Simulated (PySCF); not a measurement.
Rotational lines of BH

Lines J+1 ← J of the vibrational ground state, computed from RHF-CCSD(T) constants of BH, ¹Σ⁺ (singlet), closed shell (B def2-TZVPP, H def2-TZVPP; no relativity (PySCF 2.14); masses 11.0093 and 1.0078 u), in MHz:

```tsv
J	ν (MHz)
0	706192
1	1411492
2	2115008
3	2815847
4	3513118
```

Task: Find B0 and the effective bond length r0; with αe = 0.417 cm⁻¹, find Re.

Result: ν = 2B0(J+1) − 4D(J+1)³ gives B0 = 11.780 cm⁻¹. With the reduced mass μred = 0.92330 u, r0 = √(16.8576/(μred·B0)) (u, cm⁻¹, Å) = 1.2450 Å. Be = B0 + αe/2 = 11.989 cm⁻¹ gives Re = 1.234 Å.

Correlated steps freeze 1 core orbital. Where the molecule has an RHF reference, its open-shell atoms are computed with UHF.
